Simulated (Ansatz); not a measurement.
System (SMILES): [PH2] (PH2), doublet.
Atoms: P1, H2, H3. Bonds: P1-H2, P1-H3.

Basis-set convergence of the highest harmonic wavenumber at PBE0 with Ansatz (a quantum-chemistry and plane-wave program). Each level at its own minimum, finite differences of forces, unscaled; the reference is a large set that could be run, not a limit. Cartesian d functions, on some or all atoms, in 6-31G*, 6-31+G*, 6-311G**, 6-311+G**; all else is spherical. The program fits the integrals of some runs and decomposes those of others, by size. Open shells are unrestricted. No added dispersion term, no relativity. Reference: the value in def2-QZVPPD, 2404 cm⁻¹. Deviations are taken from unrounded values.

```json
[
 {"basis": "6-31G*", "functions": "23", "highest harmonic wavenumber (cm⁻¹)": "2431"},
 {"basis": "6-31+G*", "functions": "27", "highest harmonic wavenumber (cm⁻¹)": "2432"},
 {"basis": "def2-SVP", "functions": "28", "highest harmonic wavenumber (cm⁻¹)": "2405"},
 {"basis": "def2-SVPD", "functions": "40", "highest harmonic wavenumber (cm⁻¹)": "2410"},
 {"basis": "pcseg-1", "functions": "28", "highest harmonic wavenumber (cm⁻¹)": "2427"},
 {"basis": "aug-pcseg-1", "functions": "45", "highest harmonic wavenumber (cm⁻¹)": "2421"},
 {"basis": "cc-pV(D+d)Z", "functions": "33", "highest harmonic wavenumber (cm⁻¹)": "2403"},
 {"basis": "aug-cc-pV(D+d)Z", "functions": "50", "highest harmonic wavenumber (cm⁻¹)": "2405"},
 {"basis": "6-311G**", "functions": "39", "highest harmonic wavenumber (cm⁻¹)": "2404"},
 {"basis": "6-311+G**", "functions": "43", "highest harmonic wavenumber (cm⁻¹)": "2405"},
 {"basis": "def2-TZVP", "functions": "49", "highest harmonic wavenumber (cm⁻¹)": "2403"},
 {"basis": "def2-TZVPD", "functions": "61", "highest harmonic wavenumber (cm⁻¹)": "2403"},
 {"basis": "pcseg-2", "functions": "62", "highest harmonic wavenumber (cm⁻¹)": "2398"},
 {"basis": "aug-pcseg-2", "functions": "96", "highest harmonic wavenumber (cm⁻¹)": "2399"},
 {"basis": "cc-pV(T+d)Z", "functions": "67", "highest harmonic wavenumber (cm⁻¹)": "2401"},
 {"basis": "aug-cc-pV(T+d)Z", "functions": "101", "highest harmonic wavenumber (cm⁻¹)": "2402"},
 {"basis": "def2-TZVPP", "functions": "70", "highest harmonic wavenumber (cm⁻¹)": "2401"},
 {"basis": "def2-TZVPPD", "functions": "82", "highest harmonic wavenumber (cm⁻¹)": "2402"},
 {"basis": "def2-QZVPP", "functions": "130", "highest harmonic wavenumber (cm⁻¹)": "2403"},
 {"basis": "def2-QZVPPD", "functions": "142", "highest harmonic wavenumber (cm⁻¹)": "2404"}
]
```

What the diffuse functions change, pair by pair:
- 6-31G* to 6-31+G*: 4 more functions, deviation 28 to 28 cm⁻¹
- def2-SVP to def2-SVPD: 12 more functions, deviation 1 to 6 cm⁻¹
- pcseg-1 to aug-pcseg-1: 17 more functions, deviation 24 to 18 cm⁻¹
- cc-pV(D+d)Z to aug-cc-pV(D+d)Z: 17 more functions, deviation 0 to 2 cm⁻¹
- 6-311G** to 6-311+G**: 4 more functions, deviation 0 to 1 cm⁻¹
- def2-TZVP to def2-TZVPD: 12 more functions, deviation -1 to -1 cm⁻¹
- pcseg-2 to aug-pcseg-2: 34 more functions, deviation -5 to -4 cm⁻¹
- cc-pV(T+d)Z to aug-cc-pV(T+d)Z: 34 more functions, deviation -3 to -1 cm⁻¹
- def2-TZVPP to def2-TZVPPD: 12 more functions, deviation -3 to -1 cm⁻¹
- def2-QZVPP to def2-QZVPPD: 12 more functions, deviation 0 to 0 cm⁻¹

Leaving out the reference's own pair, they bring the value nearer the reference by more than 1 cm⁻¹ in 4 of 9 pairs.
